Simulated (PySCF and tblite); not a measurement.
Conformers and averaged properties: trans-CHF=CHCOOH, C₃H₃FO₂, numbered as in [O:1]=[C:2]([OH:3])/[CH:4]=[CH:5]/[F:6]

Search: ETKDG and KDG, MMFF94s, GFN2-xTB, 90 starts; geometries at GFN2-xTB. Free energies are PBE0-D3(BJ)/pcSseg-1 single points with GFN2-xTB rigid-rotor and vibrational terms (plain harmonic). Symmetry numbers and mirror images are counted. Conformers within 2.5 kcal/mol (GFN2-xTB free energy) were kept, 10 at most. GIAO shieldings: PBE0/pcSseg-1. Couplings: B3LYP/pcJ-1. Couplings are for ¹³C, ¹⁹F, ¹H, ¹⁷O. Shifts are against TMS (¹H), TMS (¹³C), CFCl3 (¹⁹F) at the same level. Codes: tblite and PySCF.

Torsions listed: O1–C2–O3–H3, O3–C2–C4–C5.

| conformer | shape | symmetry | E(GFN2) kcal/mol | E(DFT) kcal/mol | G(298.15 K) kcal/mol | weight % | dipole D |
| --- | --- | --- | --- | --- | --- | --- | --- |
| 1 | 0°, 180° | Cs | 0.00 | 0.00 | 0.00 | 62.4 | 1.03 |
| 2 | 0°, 0° | Cs | 0.54 | 0.37 | 0.30 | 37.6 | 2.10 |

Weights (%) against temperature:

```csv
T (K),1,2,S(mix) cal/mol/K
100,84.2,15.8,0.87
200,68.9,31.1,1.23
220,67.2,32.8,1.26
298.15,62.4,37.6,1.32
320,61.4,38.6,1.32
```

Averaged shifts at 298.15 K. ¹H: 7.99 (H5, 1H), 5.88 (H4, 1H) ppm. ¹³C: 177.4 (C5), 169.5 (C2), 110.3 (C4) ppm. ¹⁹F: -98.8 (F6) ppm.

Averaged couplings (Hz): ¹J(O1,C2) 26.3, ²J(O1,O3) -7.1, ²J(O1,C4) -2.2, ³J(O1,C5) -3.3, ⁴J(O1,F6) -14.1, ³J(O1,H3) 2.1, ³J(O1,H4) -1.1, ¹J(C2,O3) 29.2, ¹J(C2,C4) 83.1, ³J(C2,F6) 20.1, ²J(C2,H3) -5.0, ²J(C2,H4) -0.1, ³J(C2,H5) 3.0, ²J(O3,C4) -23.9, ³J(O3,C5) -4.4, ⁴J(O3,F6) -5.3, ¹J(O3,H3) -81.0, ³J(O3,H4) -2.4, ¹J(C4,C5) 98.0, ²J(C4,F6) 11.1, ³J(H3,C4) 9.3, ¹J(C4,H4) 171.6, ²J(C4,H5) 11.6, ¹J(C5,F6) -359.1, ⁴J(H3,C5) 2.3, ²J(H4,C5) -6.4, ¹J(C5,H5) 210.4, ⁵J(H3,F6) 0.9, ³J(H4,F6) 14.1, ²J(H5,F6) 84.7, ⁴J(H3,H4) 1.3, ³J(H4,H5) 12.7. Computed couplings to fluorine can be off by tens of per cent at such levels.

Coordinates of conformer 1 (Å):

```xyz
9

O    -1.184    0.884    0.963
C    -0.909    0.141    0.057
O    -1.834   -0.400   -0.746
C     0.448   -0.291   -0.317
C     1.496    0.142    0.370
F     2.739   -0.217    0.074
H    -2.721   -0.106   -0.486
H     0.540   -0.960   -1.157
H     1.438    0.813    1.217
```

Coordinates of conformer 2 (Å):

```xyz
9

O    -1.719   -0.986   -0.955
C    -0.952   -0.334   -0.296
O    -1.364    0.506    0.666
C     0.511   -0.368   -0.454
C     1.325    0.364    0.294
F     2.645    0.324    0.141
H    -2.332    0.486    0.724
H     0.885   -1.031   -1.219
H     1.016    1.045    1.075
```

The minima are those of GFN2-xTB; planar forms about aryl–S or allylic bonds may be saddles in DFT. H on N, O and S are left out: they exchange, and hydrogen bonds move them by several ppm. Unscaled ¹⁹F shifts at such levels can be off by tens of ppm; differences between conformers or isomers are more reliable. Shifts are unscaled: against experiment ¹³C can be off by 15 ppm or more and ¹H by 0.8 ppm.

Search and properties took 68 s on 1 thread of Arm Neoverse V2 (shared host) (rough), launched as `OMP_NUM_THREADS=1 python ens_run.py task.json out`.


Conformer gaps in pcSseg-1 on xTB geometries can be 2 kcal/mol off for S=O, P=O and other polar bonds.